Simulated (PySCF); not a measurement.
ethylene (C2H4), SMILES C=C. Geometry: r2SCAN-D4/def2-TZVP.

TDA-M06-2X/def2-TZVPD (PySCF 2.14.0) puts the lowest singlet excitations at 7.34, 7.97, 8.00, 8.32, 8.50, 9.38 eV.

Task: What are the lowest excitation roots from ADC(2)/aug-cc-pVDZ run with PySCF? (An estimate is asked for; the answer gives what the named calculation found.)

Result: 7.21, 7.87, 7.91, 7.94, 8.68, 8.89 eV. S1 differs by -0.13 eV (second minus first; roots are paired by order, and the bases may differ).
